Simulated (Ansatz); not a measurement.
`FCOC(F)F` → `[CH]F` + `OC(F)F`  (formal loss of a carbene)

Calculated with Ansatz (gas phase, PBE0-D4/def2-TZVP geometries, no zero-point term in ΔE). CCSD(T)/CBS is the MP2 limit (def2-TZVPP, def2-QZVPP) plus CCSD(T) − MP2 in def2-TZVPP, frozen cores. This one scheme is used for every species. Functionals use def2-TZVPP. HSE06 is defined as in plane-wave codes. Each species was taken in one conformer, which may not be the lowest.

CCSD(T)/CBS gives +342.8 kJ/mol.

**Question.** Another level gave +362.6 kJ/mol. Which?
A. BHLYP-D4/def2-TZVPP
B. LDA (SPW92)/def2-TZVPP
C. HSE06/def2-TZVPP
D. CCSD/def2-TZVPP

**Answer.** C. HSE06 362.6, CCSD/def2-TZVPP 337.8, LDA (SPW92) 412.9, BHLYP-D4 351.9 kJ/mol.

Largest T1 diagnostic among the species: 0.018.

The D4 term adds +8.8 kJ/mol with B3LYP and +4.8 kJ/mol with PBE0; it sums over pairs of atoms, weighted by their polarisabilities, and B3LYP, whose exchange is more repulsive, gets the larger term. From BLYP to BHLYP (50 % exact exchange), in def2-TZVPP and without D4, ΔE moves by +25.4 kJ/mol. Leaving LDA and LC-ωPBE aside and taking each functional with its dispersion term where it has one, the values, not all of them listed here, spread over 38.9 kJ/mol, from BLYP-D4 to r2SCAN0-D4. LDA lies +59.6 kJ/mol from PBE without D4.

B3LYP here is the variant with VWN-RPA as its local correlation; programs differ in this.
